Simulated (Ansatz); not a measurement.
CHO (SMILES [CH]=O, charge +1) moved off its minimum; all values from Ansatz (a first-principles code), cores frozen in correlated methods.
(charge 1, multiplicity 1)
```xyz
3

C     -0.05230     0.18243    -0.59753
O     -0.08147    -0.01082     0.54631
H      0.09368     0.20565    -1.49406
```

Q: Give the forces (eV/Å), the total energy and the dipole at CCSD(T)/aug-cc-pVTZ.

A: 
```
atom      Fx      Fy       Fz
----  ------  ------  -------
C1    -1.313  -1.849   16.451
O2    -0.128   1.209   -5.502
H3     1.441   0.640  -10.949
```
Energy -113.3593 hartree.
